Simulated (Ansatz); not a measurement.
The parent structure is GaN in the wurtzite structure (space group P6_3mc, No. 186; a = 3.1518 Å, c = 5.1383 Å).

Method: LDA/PAW in Ansatz (a program for electronic structure), without spin-orbit coupling.

```
level  band gap  lattice parameter a  lattice parameter c
-----  --------  -------------------  -------------------
LDA     2.13 eV              3.152 Å              5.138 Å
```

Measured: band gap 3.68 eV (static lattice; corrected from measurement; as listed in Wei Chen et al., Physical Review Materials (2018)); lattice parameter a 3.189 Å (room temperature; as listed in M J Lucero, T M Henderson, G E Scuseria, Journal of Physics Condensed Matter (2012)); lattice parameter c 5.185 Å (room temperature; as listed in M J Lucero, T M Henderson, G E Scuseria, Journal of Physics Condensed Matter (2012)).

Computed minus measured — band gap: LDA -1.55 eV; lattice parameter a: LDA -1.2 %; lattice parameter c: LDA -0.9 %. Measured values not marked as corrected hold thermal and zero-point effects that the static-lattice runs lack. A measured gap can be an optical one, lowered by exciton binding. Levels without spin-orbit coupling miss its lowering of the gap, often about a third of the valence-band splitting.

Stability against distortions was not tested.
